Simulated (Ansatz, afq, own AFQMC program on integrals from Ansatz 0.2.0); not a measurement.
# NH₄+ (triplet): AFQMC on the coupled-cluster ladder, cc-pVDZ

Aim: compute NH₄+ (triplet) with auxiliary-field quantum Monte Carlo on the same integrals as coupled cluster, and set the energies side by side.

Program: Ansatz 0.2.0, Gaussian basis, and an in-house AFQMC program (afq) on its integrals; all values are calculated. Level of theory: cc-pVDZ, frozen cores. These are calculated values, not measurements.

To be run: PBE (unrestricted); r2SCAN (unrestricted); PBE0 (unrestricted); B3LYP (unrestricted); wB97M-V (unrestricted); B2PLYP (unrestricted); CCSD(T) on UHF; CCSDT(Q) on UHF; Phaseless AFQMC, CISD trial on UHF; Phaseless AFQMC, CISD trial on UHF.

1 further run of the same task is left out (it didn't finish).

## Step 1: The geometry

The geometry is a PBE0/def2-TZVP stationary point (not a proven minimum) of the parent state, kept for this charge and spin.

5 atoms, charge 1, spin multiplicity 3.

Atoms are counted from 1 here; the program's logs count them from 0.

Bond lengths: N1–H2 1.024 Å, N1–H3 1.024 Å, N1–H4 1.024 Å, N1–H5 1.024 Å. Angles: H2–N1–H3 109.5°, H2–N1–H4 109.5°, H2–N1–H5 109.5°, H3–N1–H4 109.5°, H3–N1–H5 109.5°, H4–N1–H5 109.5°.

## Step 2: PBE (unrestricted)

Input file in.yaml:

```yaml
crystal:
  periodic: [false, false, false]
  atoms:
    - {symbol: N, position_ang: [0.000000, 0.000000, 0.000000]}
    - {symbol: H, position_ang: [0.590343, 0.592302, 0.590214]}
    - {symbol: H, position_ang: [-0.592921, -0.588246, 0.591684]}
    - {symbol: H, position_ang: [-0.588983, 0.589598, -0.594267]}
    - {symbol: H, position_ang: [0.591561, -0.593654, -0.587631]}
basis:
  gaussian: {orbitals: cc-pVDZ}
total_charge: 1
magnetization: {spin_polarized: true, initial_magnetization: 2}
hamiltonian: {xc: {name: PBE}}
output: {orbitals: {seedname: orbitals}}
```

Started as:

```sh
$ ansatz run in.yaml --threads 1 --pin off --events-out ev --progress --plain --max-ram 1843MiB
```

What it wrote:

```text
Functional definition: PBE
  name "PBE"
  cite "Perdew, Burke & Ernzerhof, Phys. Rev. Lett. 77, 3865 (1996) doi:10.1103/PhysRevLett.77.3865"
  parent pbe
  parameter kappa = 0.804
  parameter beta = 0.06672455060314922
  exchange = pbe_x(kappa = kappa, mu = beta*pi^2/3)
  correlation = pbe_c(beta = beta)
430 factors; their error is unknown
mean field evaluation 1: about -1523.7891 eV, gradient 4.5e1 eV
mean field evaluation 2: about -1517.7666 eV, gradient 5.6e1 eV
mean field evaluation 4: about -1530.3367 eV, gradient 1.4e1 eV
mean field evaluation 8: about -1531.8142 eV, gradient 1.9e-1 eV
mean field evaluation 16: about -1531.8018 eV, gradient 4.9e-4 eV
mean field evaluation 32: about -1531.8130 eV, gradient 2.1e-1 eV
mean field evaluation 64: about -1529.5818 eV, gradient 6.9e0 eV
mean field evaluation 96: about -1531.8028 eV, gradient 2.2e-1 eV
mean field evaluation 128: about -1531.7801 eV, gradient 2.1e0 eV
mean field -1531.87657609 eV, -56.2954258281 hartree, gradient 1.8e-5 eV, S^2 2.001774; 10 other end points of the search recorded, 0 dependent functions left out
reference -1531.87660112 eV, -56.2954267479 hartree; 6, 4 occupied and 28, 30 virtual orbitals, 430 factors
Total energy: -1531.87660112 eV, -56.2954267479 hartree
```

It took 6 s on 1 thread of Arm Neoverse V1, shared host.

From the report: ⟨S²⟩ of the determinant 2.002 (pure triplet: 2.00).

## Step 3: r2SCAN (unrestricted)

in.yaml: that of step 2 with these lines changed.

```diff
@@ -12,3 +12,2 @@
 magnetization: {spin_polarized: true, initial_magnetization: 2}
-hamiltonian: {xc: {name: PBE}}
-output: {orbitals: {seedname: orbitals}}
+hamiltonian: {xc: {name: r2SCAN}}
```

Launched as before.

What it wrote, shortened:

```text
Functional definition: r2SCAN
  name "r2SCAN"
  cite "Furness, Kaplan, Ning, Perdew & Sun, J. Phys. Chem. Lett. 11, 8208 (2020) doi:10.1021/acs.jpclett.0c02405"
  cite "Furness, Kaplan, Ning, Perdew & Sun, J. Phys. Chem. Lett. 11, 9248 (2020) doi:10.1021/acs.jpclett.0c03077"
  parent r2scan
[...]
430 factors; their error is unknown
[...]
mean field -1532.87624725 eV, -56.3321630654 hartree, gradient 1.5e-5 eV, S^2 2.003516; 13 other end points of the search recorded, 0 dependent functions left out
reference -1532.87625617 eV, -56.3321633936 hartree; 6, 4 occupied and 28, 30 virtual orbitals, 430 factors
Total energy: -1532.87625617 eV, -56.3321633936 hartree
```

Run time: 11 s. Hardware: 1 thread of Arm Neoverse V1, shared host.

From the report: ⟨S²⟩ of the determinant 2.004 (pure triplet: 2.00).

## Step 4: PBE0 (unrestricted)

in.yaml: that of step 3 with these lines changed.

```diff
@@ -12,2 +12,3 @@
 magnetization: {spin_polarized: true, initial_magnetization: 2}
-hamiltonian: {xc: {name: r2SCAN}}
+hamiltonian: {xc: {name: PBE0}}
+output: {orbitals: {seedname: orbitals}}
```

The command is unchanged.

What it wrote, shortened:

```text
Functional definition: PBE0
  name "PBE0"
  cite "Adamo & Barone, J. Chem. Phys. 110, 6158 (1999) doi:10.1063/1.478522"
  cite "Perdew, Burke & Ernzerhof, Phys. Rev. Lett. 77, 3865 (1996) doi:10.1103/PhysRevLett.77.3865"
  parent pbe
[...]
304 factors; integrals over basis functions are off by at most 1.3e-3 eV
[...]
mean field -1531.98256177 eV, -56.2993207298 hartree, gradient 1.2e-5 eV, S^2 2.002301; 4 other end points of the search recorded, 0 dependent functions left out
reference -1531.98258009 eV, -56.2993214031 hartree; 6, 4 occupied and 28, 30 virtual orbitals, 304 factors
Total energy: -1531.98258009 eV, -56.2993214031 hartree
```

It took 1.5 s on 1 thread of Arm Neoverse V1, shared host.

From the report: ⟨S²⟩ of the determinant 2.002 (pure triplet: 2.00).

## Step 5: B3LYP (unrestricted)

in.yaml: that of step 4 with these lines changed.

```diff
@@ -12,3 +12,2 @@
 magnetization: {spin_polarized: true, initial_magnetization: 2}
-hamiltonian: {xc: {name: PBE0}}
-output: {orbitals: {seedname: orbitals}}
+hamiltonian: {xc: {name: B3LYP}}
```

Launched as before.

What it wrote, shortened:

```text
Functional definition: B3LYP
  name "B3LYP"
  cite "Stephens, Devlin, Chabalowski & Frisch, J. Phys. Chem. 98, 11623 (1994) doi:10.1021/j100096a001"
  cite "Becke, Phys. Rev. A 38, 3098 (1988) doi:10.1103/PhysRevA.38.3098"
  cite "Lee, Yang & Parr, Phys. Rev. B 37, 785 (1988) doi:10.1103/PhysRevB.37.785"
  cite "Vosko, Wilk & Nusair, Can. J. Phys. 58, 1200 (1980) doi:10.1139/p80-159"
[...]
304 factors; integrals over basis functions are off by at most 1.3e-3 eV
[...]
mean field -1533.87120663 eV, -56.3687271486 hartree, gradient 9.5e-6 eV, S^2 2.001911; 4 other end points of the search recorded, 0 dependent functions left out
reference -1533.87136374 eV, -56.3687329221 hartree; 6, 4 occupied and 28, 30 virtual orbitals, 304 factors
Total energy: -1533.87136374 eV, -56.3687329221 hartree
```

Wall time 1.7 s (1 thread of Arm Neoverse V1, shared host).

From the report: ⟨S²⟩ of the determinant 2.002 (pure triplet: 2.00).

## Step 6: wB97M-V (unrestricted)

in.yaml: that of step 5 with these lines changed.

```diff
@@ -12,2 +12,3 @@
 magnetization: {spin_polarized: true, initial_magnetization: 2}
-hamiltonian: {xc: {name: B3LYP}}
+hamiltonian: {xc: {name: wB97M-V}}
+output: {orbitals: {seedname: orbitals}}
```

Same command.

What it wrote, shortened:

```text
Functional definition: wB97M-V
  name "wB97M-V"
  cite "Mardirossian & Head-Gordon, J. Chem. Phys. 144, 214110 (2016) doi:10.1063/1.4952647"
  cite "Becke, J. Chem. Phys. 107, 8554 (1997) doi:10.1063/1.475007"
  cite "Vydrov & Van Voorhis, J. Chem. Phys. 133, 244103 (2010) doi:10.1063/1.3521275"
  # Of w^i u^j: cxij and so on, Table III.
[...]
  gx(w, u) = 1 - cx + cx01*u + cx10*w
  gss(w, u) = css00 + css04*u^4 + css10*w + css20*w^2 + css43*w^4*u^3
  gos(w, u) = cos00 + cos10*w + (cos20 + cos21*u)*w^2 + (cos60 + cos61*u)*w^6
[...]
      + integral(e_c_pw_mod_opposite_spin*gos(b97_w_opposite, b97_u_opposite)) + vv10(b, c)
304 factors; integrals over basis functions are off by at most 1.3e-3 eV
110 factors; integrals over basis functions are off by at most 1.3e-6 eV
[...]
mean field -1532.57215706 eV, -56.3209879574 hartree, gradient 3.5e-6 eV, S^2 2.002078; 6 other end points of the search recorded, 0 dependent functions left out
reference -1532.57218224 eV, -56.3209888827 hartree; 6, 4 occupied and 28, 30 virtual orbitals, 304 factors
Total energy: -1532.57218224 eV, -56.3209888827 hartree
```

Run time: 8.5 s. Hardware: 1 thread of Arm Neoverse V1, shared host.

From the report: ⟨S²⟩ of the determinant 2.002 (pure triplet: 2.00).

## Step 7: B2PLYP (unrestricted)

in.yaml: that of step 6 with these lines changed.

```diff
@@ -12,3 +12,3 @@
 magnetization: {spin_polarized: true, initial_magnetization: 2}
-hamiltonian: {xc: {name: wB97M-V}}
-output: {orbitals: {seedname: orbitals}}
+hamiltonian: {xc: {name: B2PLYP}}
+correlation: {electrons: outside_noble_gas}
```

Same command.

What it wrote, shortened:

```text
Functional definition: B2PLYP
  name "B2PLYP"
  cite "Grimme, J. Chem. Phys. 124, 034108 (2006) doi:10.1063/1.2148954"
  cite "Becke, Phys. Rev. A 38, 3098 (1988) doi:10.1103/PhysRevA.38.3098"
  cite "Lee, Yang & Parr, Phys. Rev. B 37, 785 (1988) doi:10.1103/PhysRevB.37.785"
[...]
304 factors; integrals over basis functions are off by at most 1.3e-3 eV
[...]
mean field -1530.57596591 eV, -56.2476292856 hartree, gradient 1.6e-6 eV, S^2 2.003037; 4 other end points of the search recorded, 0 dependent functions left out
1 core orbitals not correlated: weight in the atoms' cores, before any rotation towards them, 1.000 or more for the frozen orbitals, at most 0.000 for the correlated occupied ones
reference -1530.57606402 eV, -56.2476328911 hartree; 5, 3 occupied and 28, 30 virtual orbitals, 304 factors
second order -5.30702647 eV of doubles, -0.00000000 eV of singles
Total energy: -1532.00896117 eV, -56.3002908900 hartree
```

It took 1.8 s on 1 thread of Arm Neoverse V1, shared host.

From the report: ⟨S²⟩ of the determinant 2.003 (pure triplet: 2.00).

## Step 8: CCSD(T) on UHF

in.yaml: that of step 7 with these lines changed.

```diff
@@ -12,3 +12,2 @@
 magnetization: {spin_polarized: true, initial_magnetization: 2}
-hamiltonian: {xc: {name: B2PLYP}}
-correlation: {electrons: outside_noble_gas}
+correlation: {method: ccsd_t, electrons: outside_noble_gas, hamiltonian_folder: ham}
```

Same command.

What it wrote, shortened:

```text
Functional definition: HF
  name "HF"
  cite "Fock, Z. Phys. 61, 126 (1930) doi:10.1007/BF01340294"
  parent pbe
[...]
304 factors; integrals over basis functions are off by at most 1.3e-3 eV
[...]
mean field -1524.57201971 eV, -56.0269883323 hartree, gradient 1.1e-6 eV, S^2 2.006258; 22 other end points of the search recorded, 0 dependent functions left out
determinant -1524.57201971 eV, -56.0269883323 hartree, with singles and doubles -1529.46861991 eV, -56.2069350705 hartree
determinant -1524.18180918 eV, -56.0126483599 hartree, with singles and doubles -1529.40217442 eV, -56.2044932440 hartree
determinant -1523.96113293 eV, -56.0045386571 hartree, with singles and doubles -1529.30690944 eV, -56.2009923204 hartree
determinant -1522.74955930 eV, -55.9600141477 hartree, with singles and doubles -1528.24127950 eV, -56.1618311424 hartree
[...]
determinant -1521.33853558 eV, -55.9081599824 hartree, with singles and doubles -1526.32541567 eV, -56.0914244455 hartree
determinant -1524.57201971 eV, -56.0269883323 hartree, with singles and doubles -1529.47461353 eV, -56.2071553320 hartree
determinant -1524.18180918 eV, -56.0126483599 hartree, with singles and doubles -1529.40393910 eV, -56.2045580946 hartree
determinant -1523.96113293 eV, -56.0045386571 hartree, with singles and doubles -1529.30799960 eV, -56.2010323830 hartree
1 core orbitals not correlated: weight in the atoms' cores, before any rotation towards them, 1.000 or more for the frozen orbitals, at most 0.000 for the correlated occupied ones
reference -1524.57201971 eV, -56.0269883323 hartree; 5, 3 occupied and 28, 30 virtual orbitals, 304 factors
second order -4.27804849 eV of doubles, -0.00000000 eV of singles
cycle   1  -4.90259366 eV  change    1.6e-7 eV  update   2.7e-6
perturbative correction -0.11000808 eV, -0.0040427223 hartree
Total energy: -1529.58462144 eV, -56.2111980484 hartree
```

It took 2.9 s on 1 thread of Arm Neoverse V1, shared host.

From the report: ⟨S²⟩ of the determinant 2.006 (pure triplet: 2.00); correlation -5.0126 eV; T1 0.050; largest double amplitude 0.06.

This run also writes the integrals to the folder ham.

## Step 9: CCSDT(Q) on UHF

in.yaml: that of step 8 with these lines changed.

```diff
@@ -12,2 +12,2 @@
 magnetization: {spin_polarized: true, initial_magnetization: 2}
-correlation: {method: ccsd_t, electrons: outside_noble_gas, hamiltonian_folder: ham}
+correlation: {method: ccsdt_q, electrons: outside_noble_gas}
```

Same command.

What it wrote, shortened:

```text
Functional definition: HF
  name "HF"
  cite "Fock, Z. Phys. 61, 126 (1930) doi:10.1007/BF01340294"
  parent pbe
[...]
637 factors; integrals over basis functions are off by at most 1.1e-7 eV
[...]
a density is far from that of the atoms, so the factors are made again for it
665 factors; integrals over basis functions are off by at most 1.4e-7 eV
[...]
mean field -1524.57203720 eV, -56.0269889750 hartree, gradient 1.1e-6 eV, S^2 2.006258; 22 other end points of the search recorded, 0 dependent functions left out
determinant -1524.57203720 eV, -56.0269889750 hartree, with singles and doubles -1529.46861550 eV, -56.2069349084 hartree
determinant -1524.18181964 eV, -56.0126487441 hartree, with singles and doubles -1529.40216837 eV, -56.2044930216 hartree
determinant -1523.96114013 eV, -56.0045389217 hartree, with singles and doubles -1529.30690226 eV, -56.2009920566 hartree
[...]
determinant -1521.33858031 eV, -55.9081616261 hartree, with singles and doubles -1526.32543945 eV, -56.0914253191 hartree
determinant -1524.57203720 eV, -56.0269889750 hartree, with singles and doubles -1529.47460993 eV, -56.2071551999 hartree
determinant -1524.18181964 eV, -56.0126487441 hartree, with singles and doubles -1529.40393355 eV, -56.2045578909 hartree
determinant -1523.96114013 eV, -56.0045389217 hartree, with singles and doubles -1529.30799314 eV, -56.2010321456 hartree
1 core orbitals not correlated: weight in the atoms' cores, before any rotation towards them, 1.000 or more for the frozen orbitals, at most 0.000 for the correlated occupied ones
reference -1524.57203720 eV, -56.0269889750 hartree; 5, 3 occupied and 28, 30 virtual orbitals, 665 factors
second order -4.27805038 eV of doubles, -0.00000000 eV of singles
cycle   1  -4.68853623 eV  change   -4.1e-1 eV  update   5.1e-2
[...]
cycle  19  -5.04899113 eV  change   -2.4e-7 eV  update   5.1e-7
perturbative correction -0.00950985 eV, -0.0003494804 hartree
Total energy: -1529.63053817 eV, -56.2128854571 hartree
```

It took 15 s on 1 thread of Arm Neoverse V1, shared host.

From the report: ⟨S²⟩ of the determinant 2.006 (pure triplet: 2.00); correlation -5.0585 eV; T1 0.069; largest double amplitude 0.14.

## Step 10: Phaseless AFQMC, CISD trial on UHF

It reads the integrals that the CCSD(T) run on this determinant wrote.

Started as:

```sh
$ afq ham --method phaseless --trial cisd --walkers 60 --populations 1 --least-time 40 --time-step 0.005 --steps-per-block 50 --equilibration-blocks 28 --max-blocks 300 --target-error 0.00034 --factor-cut 1e-05 --start spin_pure --seed 7993 --release-times 0.24,0.51,0.99,1.62,2.4 --release-step 0.03 --release-every 4 --taylor-order 6
```

What it wrote:

```text
orbitals 33  electrons 5 3  factors 258 of 304
reference energy -56.02698833 Eh
CCSD correlation -0.18016705 Eh in 14 cycles, weight of the determinant in the CISD state 0.8998
energy of the start -56.207043 Eh
 block  time / (1/Eh)  mean weight  energy / Eh
     1     0.250  1.0007  -56.206268
     2     0.500  0.9968  -56.207306
     3     0.750  1.0012  -56.211785
     4     1.000  0.9987  -56.211947
     5     1.250  1.0017  -56.209426
     6     1.500  1.0024  -56.210849
     7     1.750  1.0011  -56.209806
     8     2.000  1.0010  -56.207881
     9     2.250  0.9989  -56.208835
    10     2.500  1.0004  -56.209207
    13     3.250  0.9984  -56.209958
    19     4.750  0.9976  -56.207652
    25     6.250  0.9976  -56.210114
    31     7.750  1.0028  -56.213873
    37     9.250  1.0012  -56.216722
    43    10.750  1.0007  -56.211930
    49    12.250  1.0016  -56.212549
    55    13.750  0.9969  -56.212390
    61    15.250  0.9865  -56.211970
    67    16.750  0.9994  -56.214708
    73    18.250  0.9971  -56.207326
    79    19.750  0.9983  -56.215489
    85    21.250  1.0005  -56.221629
    91    22.750  0.9996  -56.215920
    97    24.250  1.0000  -56.209700
   103    25.750  0.9969  -56.218629
   109    27.250  0.9852  -56.207820
   115    28.750  1.0010  -56.209442
   121    30.250  0.9986  -56.210115
   127    31.750  1.0017  -56.216023
   133    33.250  1.0037  -56.204771
   139    34.750  0.9995  -56.209806
   145    36.250  0.9969  -56.211143
   151    37.750  0.9992  -56.208930
   157    39.250  1.0020  -56.209053
   163    40.750  1.0017  -56.211736
   169    42.250  1.0003  -56.212494
   175    43.750  1.0012  -56.206561
   181    45.250  0.9972  -56.211143
   187    46.750  0.9992  -56.208075
   193    48.250  0.9962  -56.219941
   199    49.750  0.9981  -56.205009
   205    51.250  0.9991  -56.207981
   211    52.750  1.0002  -56.207905
   217    54.250  1.0004  -56.206963
   223    55.750  0.9982  -56.215625
   229    57.250  0.9996  -56.214786
   235    58.750  1.0011  -56.207401
   241    60.250  1.0007  -56.206886
   247    61.750  1.0009  -56.214978
blocks merged  error / Eh  count
     1  0.000256  220
     2  0.000300  110
     4  0.000328  55
     8  0.000326  27
    16  0.000300  13
released: time / (1/Eh)  energy / Eh  error  mean overlap
  0.24  -56.211100  0.000414  0.9923
  0.51  -56.211388  0.000342  0.9935
  0.99  -56.211599  0.000546  1.0107
  1.62  -56.211839  0.000584  1.0369
  2.40  -56.212378  0.000680  1.0514
energy -56.211578 +/- 0.000328 Eh
```

Wall time 3.6 min (1 thread of Arm Neoverse V1, shared host).

Energy -1529.5950 ± 0.0089 eV. Caveats: constraint bias not in the error.

## Step 11: Phaseless AFQMC, CISD trial on UHF (settings varied)

It reads the integrals that the CCSD(T) run on this determinant wrote.

Started as:

```sh
$ afq ham --method phaseless --trial cisd --walkers 160 --populations 1 --least-time 40 --time-step 0.02 --steps-per-block 10 --equilibration-blocks 30 --max-blocks 200 --target-error 0.00068 --factor-cut 1e-05 --start spin_pure --seed 6663 --taylor-order 6
```

What it wrote:

```text
orbitals 33  electrons 5 3  factors 258 of 304
reference energy -56.02698833 Eh
CCSD correlation -0.18016705 Eh in 14 cycles, weight of the determinant in the CISD state 0.8998
energy of the start -56.207043 Eh
 block  time / (1/Eh)  mean weight  energy / Eh
     1     0.200  0.9964  -56.206472
     2     0.400  0.9992  -56.207828
     3     0.600  1.0000  -56.208353
     4     0.800  0.9968  -56.209938
     5     1.000  0.9978  -56.209078
     6     1.200  1.0009  -56.210430
     7     1.400  0.9970  -56.209730
     8     1.600  1.0008  -56.211352
     9     1.800  1.0010  -56.210452
    10     2.000  1.0008  -56.211589
    11     2.200  1.0031  -56.211140
    16     3.200  1.0034  -56.210093
    21     4.200  0.9943  -56.211505
    26     5.200  1.0025  -56.211533
    31     6.200  1.0003  -56.213043
    36     7.200  0.9986  -56.212260
    41     8.200  1.0019  -56.213767
    46     9.200  0.9939  -56.213574
    51    10.200  0.9979  -56.211703
    56    11.200  0.9938  -56.211018
    61    12.200  1.0035  -56.208931
    66    13.200  1.0039  -56.209357
    71    14.200  0.9981  -56.210255
    76    15.200  1.0046  -56.212061
    81    16.200  1.0026  -56.210492
    86    17.200  1.0004  -56.208967
    91    18.200  0.9996  -56.212386
    96    19.200  1.0054  -56.207677
   101    20.200  1.0016  -56.213322
   106    21.200  1.0008  -56.210134
   111    22.200  1.0006  -56.213292
   116    23.200  1.0038  -56.213666
   121    24.200  0.9929  -56.212723
   126    25.200  1.0029  -56.211786
   131    26.200  0.9956  -56.207355
   136    27.200  0.9983  -56.212267
   141    28.200  0.9974  -56.213608
   146    29.200  1.0015  -56.211895
   151    30.200  0.9971  -56.208008
   156    31.200  1.0015  -56.216818
   161    32.200  0.9942  -56.212069
   166    33.200  1.0021  -56.212190
   171    34.200  0.9941  -56.211849
   176    35.200  0.9970  -56.213721
   181    36.200  1.0020  -56.209814
   186    37.200  0.9993  -56.211635
   191    38.200  0.9963  -56.214312
   196    39.200  0.9963  -56.214019
   201    40.200  0.9962  -56.207036
   206    41.200  1.0005  -56.207823
   211    42.200  0.9959  -56.208271
   216    43.200  0.9964  -56.212081
   221    44.200  0.9955  -56.211281
   226    45.200  1.0011  -56.213250
blocks merged  error / Eh  count
     1  0.000163  200
     2  0.000197  100
     4  0.000220  50
     8  0.000222  25
    16  0.000237  12
energy -56.211610 +/- 0.000222 Eh
```

Run time: 2.6 min. Hardware: 1 thread of Arm Neoverse V1, shared host; peak memory 0.31 GiB.

Energy -1529.5958 ± 0.0060 eV. Caveats: constraint bias not in the error.

## Step 12: All levels side by side

On the UHF determinant, counted from CCSDT(Q) (a yardstick, not exact):

```tsv
level	energy (eV)	from CCSDT(Q) (meV)	statistical error (meV)	time
HF	-1524.5720	+5058.5		
MP2	-1528.8501	+780.5		
CCSD	-1529.4746	+155.9		
CCSD(T)	-1529.5846	+45.9		
CCSDT(Q)	-1529.6305	0.0		
Phaseless AFQMC, CISD trial, step 0.005, 60 walkers	-1529.5950	+35.6	8.9	3.6 min
Phaseless AFQMC, CISD trial, step 0.02, 160 walkers	-1529.5958	+34.7	6.0	2.6 min
```

The functionals' totals stand on their own zeros and serve differences with other points: PBE -1531.877 eV; r2SCAN -1532.876 eV; PBE0 -1531.983 eV; B3LYP -1533.871 eV; wB97M-V -1532.572 eV; B2PLYP -1532.009 eV.

## Step 13: Results

| quantity | value |
| --- | --- |
| CCSD(T) on UHF from CCSDT(Q) | +45.9 meV |
| Phaseless AFQMC, CISD trial on UHF from CCSDT(Q) | +35.6 ± 8.9 meV |

On UHF the phaseless walk with the CISD trial lies +35.6 meV from CCSDT(Q), 4 times its error bar. Error bars are statistical and leave out the constraint, the time step and what remains of the start.
